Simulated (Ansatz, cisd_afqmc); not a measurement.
System: CH$_{5}$N, charge 0, singlet. CH5N (methanamine, SMILES CN).
B3LYP-D3(BJ)/def2-TZVP minimum from Ansatz (a program for electronic structure):
```xyz
7

C      0.0542     0.7048     0.0003
N      0.0439    -0.7575     0.0005
H     -0.9369     1.1793    -0.0070
H     -0.4495    -1.1127     0.8106
H     -0.4377    -1.1131    -0.8166
H      0.5892     1.0603     0.8824
H      0.6020     1.0600    -0.8741
```

Total energies in cc-pVTZ, 14 correlated electrons, 2 frozen orbitals. Radicals and triplets start from unrestricted determinants; spin-orbit coupling is neglected. Cores are frozen in correlated methods. No relativity. AFQMC is phaseless with a CISD trial state; ± is one standard error, without the phaseless bias. Outlying blocks are dropped, and bars are widened where a walk drifts. Over all cases where full CI ran beside it in this data, AFQMC minus full CI had a median of +0.1 mEh and passed +0.4 mEh in a tenth of the cases.

| method | program | energy (Eh) | minus AFQMC/CISD (mEh) |
|---|---|---|---|
| HF | Ansatz | -95.25314 | 444.3 ± 0.4 |
| MP2 | Ansatz | -95.65755 | 39.9 ± 0.4 |
| CCSD | Ansatz | -95.68180 | 15.6 ± 0.4 |
| CCSD(T) | Ansatz | -95.69657 | 0.9 ± 0.4 |
| AFQMC/CISD | cisd_afqmc | -95.6974 ± 0.0004 | 0.0 |
